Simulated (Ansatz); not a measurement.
# BP2H (singlet): geometry optimisation

Where does this start of BP2H (singlet) end when it is relaxed?

Computed with Ansatz 0.2.0, Gaussian basis. Level: RKS PBE0/def2-TZVP.

**1. Starting geometry**

4 atoms, charge 0, spin multiplicity 1.

Atoms are counted from 1 here; the program's logs count them from 0.

Bond lengths: P1–B2 1.824 Å, P1–P3 2.084 Å, B2–P3 1.824 Å, B2–H4 1.158 Å. Angles: B2–P1–P3 55.2°, P1–B2–P3 69.7°, P1–B2–H4 145.2°, P3–B2–H4 145.2°, P1–P3–B2 55.2°.

The start was built by rule and, where that kept it together, relaxed with GFN2-xTB. Sticks and bond lists go by distance. 

**2. The run**

File in.yaml:

```yaml
crystal:
  periodic: [false, false, false]
  atoms:
    - {symbol: P, position_ang: [-1.042241, -0.254689, -0.003658]}
    - {symbol: B, position_ang: [0.001245, 1.241702, 0.016028]}
    - {symbol: P, position_ang: [1.041728, -0.256787, -0.002944]}
    - {symbol: H, position_ang: [0.002406, 2.399244, 0.030969]}
basis:
  gaussian: {orbitals: def2-TZVP}
hamiltonian: {xc: pbe0}
relax: {f_tol: 0.004, max_steps: 80}
```

On the command line:

```sh
> ansatz run in.yaml --threads 1 --pin off --events-out ev --progress --plain --max-ram 2176MiB
```

Before running it: what results should come out? Wanted: energy gained; shift from the start; total energy; dipole moment.

As calculated:

```
                  quantity           value
                     steps               4
             energy gained        0.013 eV
shift from the start (rms)         0.017 Å
              total energy  -19262.1570 eV
             dipole moment          0.01 D
```

**Reading.** The bonds of the start are those of the end. B2–H4 went from 1.158 to 1.183 Å. No vibrations were run, so this is a stationary point, not a proven minimum, and this spin need not be the ground state's.
